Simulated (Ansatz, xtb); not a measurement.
**Two structures of H2OS**

Structure I is a singlet given by its coordinates and structure II is a singlet given by its coordinates. Both are isolated molecules in the gas phase, relaxed with PBE0-D4/def2-TZVP.

I (Å):

```yaml
atoms:
  - { symbol: O, position_ang: [-0.3590, 0.2904, -0.5875] }
  - { symbol: S, position_ang: [0.8232, 0.9396, 0.7323] }
  - { symbol: H, position_ang: [-0.3073, 0.9412, -1.2994] }
  - { symbol: H, position_ang: [0.0544, -0.5237, -0.9029] }
```

Close contacts (Å): O1–S2 1.89, O1–H3 0.97, O1–H4 0.97.

II (Å):

```yaml
atoms:
  - { symbol: O, position_ang: [-1.1662, -0.1468, -0.7553] }
  - { symbol: S, position_ang: [0.1215, 0.4535, -0.3540] }
  - { symbol: H, position_ang: [-0.1187, 1.4276, 0.5958] }
  - { symbol: H, position_ang: [0.6683, -0.3055, 0.6627] }
```

Close contacts (Å): O1–S2 1.48, S2–H3 1.38, S2–H4 1.38.

Which of the two would you expect CCSD(T)/def2-TZVPP electronic energies to favour?

Structure II; the calculation gives E(II) − E(I) = −16.6 kcal/mol.

Level by level:

| level | geometry | E(II) − E(I) (kcal/mol) | departure from the last row (kcal/mol) | job, with rough time for the two |
| --- | --- | --- | --- | --- |
| GFN2-xTB | GFN2-xTB | −27.6 | −11.0 | optimisation, 0.51 s |
| HF/STO-3G | GFN2-xTB | +55.7 | +72.3 | single point, 0.99 s |
| r2SCAN-D4/def2-SVP | GFN2-xTB | −10.4 | +6.2 | single point, 3.4 s |
| PBE0-D4/def2-TZVP | PBE0-D4/def2-TZVP | −23.4 | −6.8 | optimisation, 34 s |
| HF/def2-TZVPP | PBE0-D4/def2-TZVP | −11.2 | +5.4 | part of the CCSD(T) run |
| MP2/def2-TZVPP | PBE0-D4/def2-TZVP | −20.4 | −3.8 | part of the CCSD(T) run |
| CCSD(T)/def2-TZVPP | PBE0-D4/def2-TZVP | −16.6 |  | single point, 25 s |

HF/STO-3G puts the two in the other order. The largest departure from CCSD(T)/def2-TZVPP is that of HF/STO-3G, 72.3 kcal/mol.

With harmonic frequencies from PBE0-D4/def2-TZVP (ideal gas, rigid rotor, one conformer each, 298.15 K, 1 atm): on the last row, ΔE + ΔZPE = −19.4, ΔH = −19.6, ΔG = −19.2 kcal/mol.

The correlated steps freeze 6 core orbitals. Codes used: Ansatz 0.2.0, xtb 6.7.1; the last row on 1 thread of Intel(R) Xeon(R) Processor @ 2.50GHz (Skylake/Cascade Lake) on a shared host.
